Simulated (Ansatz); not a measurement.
Input for Ansatz (development build ahead of 0.2.0):

```yaml
crystal:
  periodic: [false, false, false]
  atoms:
    - { symbol: Mg, position_ang: [0.0, 0.0, 0.0] }
    - { symbol: O, position_ang: [0.0, 0.0, 1.96] }
basis:
  gaussian: { orbitals: def2-SVP }
magnetization:
  spin_polarized: true
hamiltonian:
  xc: hf
correlation:
  method: mp2
  frozen_orbitals: { Mg: 1, O: 1 }
output:
  forces: true
```

The input is written out in the form of the current development build from the run's settings.

The run gave:

| Quantity | Value |
| --- | --- |
| Converged | yes |
| Reference energy | -274.29822 hartree |
| Correlation energy | -0.16187 hartree |
| Total energy | -274.46009 hartree |
| Spin squared of the determinant | 1.007 |
| Stability test | minimum |

Forces (eV/Å):
```
atom     Fx     Fy      Fz
 Mg1  0.000  0.000   0.824
  O2  0.000  0.000  -0.824
```

Caution: bonds are stretched, where a single reference can fail; the unrestricted determinant is a mixture of spin states.
